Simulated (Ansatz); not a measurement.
bcc Mo was calculated with RPBE (plane waves, PAW; Ansatz, a quantum-chemistry and plane-wave program).

Settings: plane-wave cutoff 520 eV, 24×24×24 k mesh, Fermi–Dirac smearing 0.05 eV, no spin polarisation, scalar-relativistic PAW data made under PBE.

Pressure at four volumes; x = ln(V/16.003 Å³). One pressure is withheld.

```
V (Å³/atom)        x  P (GPa)
-----------  -------  -------
15.043       -0.0619    17.54
16.003        0.0000     0.01
16.643        0.0392    -8.95
16.963        0.0583        ?
```

Task: Pass a parabola P(x) through the three rows shown, estimate the bulk modulus and its pressure derivative near zero pressure, and predict the withheld pressure.

Result: Slopes between the rows: (0.01 − (17.54))/(0.0000 − (-0.0619)) = -283.20 and (-8.95 − (0.01))/(0.0392 − (0.0000)) = -228.57 GPa. Their difference over the span 0.1011 is c = 54.63/0.1011 = 540.4 GPa, so P(x) = 17.54 + (-283.20)(x − (-0.0619)) + 540.4 (x − (-0.0619))(x − (0.0000)). At the middle row B = −dP/dx = −[-283.20 + 540.4 × 0.0619] = 249.7 GPa, and B′ = dB/dP = 2c/B = 4.3. At x = 0.0583 the parabola gives -12.71 GPa; the run gives -12.77 GPa. The Birch–Murnaghan fit to the energies at all volumes has B0 = 248 GPa and B′ = 4.3.

Measured, for comparison: bulk modulus 265 GPa (zero-point energy and finite temperature contributions removed, our sources range from 265 to 278; as tabulated in doi:10.1021/acs.jctc.3c00612). Computed (rounded) less measured: bulk modulus -6 % (-6 % to -11 % over the range).
